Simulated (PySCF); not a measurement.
Deprotonation sites of N,N-dimethylformamide

System: N,N-dimethylformamide, `CN(C)C=O` (C3H7NO). Coordinates in Å; atoms count from 1 in this order:
```
C     1.3427    0.1288    0.1926
N    -0.0734    0.1293   -0.0574
C    -0.8082   -1.0805    0.2115
C    -0.7137    1.2262   -0.5396
O    -1.8997    1.3051   -0.7787
H     1.7639    1.1132   -0.0562
H     1.5609   -0.0820    1.2536
H     1.8567   -0.6317   -0.4201
H    -1.8631   -0.9084   -0.0357
H    -0.4250   -1.9160   -0.3984
H    -0.7265   -1.3613    1.2751
H    -0.0144    2.0807   -0.7001
```

These are calculated values, ωB97X-D3(BJ)/ma-def2-TZVP in PySCF (grid level 2) at geometries from PBE0-D3(BJ)/ma-def2-SVP. The prefix ma- adds one diffuse s and one diffuse p function on all atoms but H. Zero-point and thermal terms (298.15 K, 1 bar) come from unscaled PBE0-D3(BJ)/ma-def2-SVP harmonic frequencies, with soft modes damped to free rotors in the entropy.

| site | product | ΔH(acid) / kJ/mol | ΔG(acid) / kJ/mol |
| --- | --- | --- | --- |
| C1 (methyl carbon) | `[CH2-]N(C)C=O` | 1667 | 1635 |

ΔH and ΔG refer to AH → A⁻ + H⁺ in the gas phase. Sites whose products fell apart, merged with another or lost in a GFN2-xTB screen aren't listed.

In 1,4-dioxane the product from C1 is solvated 120 kJ/mol more strongly than the parent (electrostatics only).

Vertical detachment energies of the anions: `[CH2-]N(C)C=O` 1.13 eV.

Measured values (NIST Chemistry WebBook, evaluated or the median of agreeing entries): deprotonation enthalpy (ΔH) 1670 kJ/mol (computed 1667, difference -3); gas-phase acidity (ΔG) 1640 kJ/mol (computed 1635, difference -5).

Known limits: C4 is not listed: the run failed or kept an imaginary mode, or the ion rearranged or equalled another.
